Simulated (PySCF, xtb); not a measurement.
Na(Cl) anion (ClNa), SMILES [Na][Cl] (connectivity only; charge and spin as stated), charge -1, multiplicity 2.

Harmonic wavenumbers (cm⁻¹) from GFN2-xTB (xtb 6.7.1) at its own minimum, in rising order: 86.

Q: What does PBE0-D3(BJ)/def2-TZVPD (PySCF) give at its own minimum? (Estimate from the structure and the level; the computed values follow.)

A: 264. Paired by order, the mean absolute difference is 179 cm⁻¹ and the zero-point energies are 0.1 and 0.4 kcal/mol.
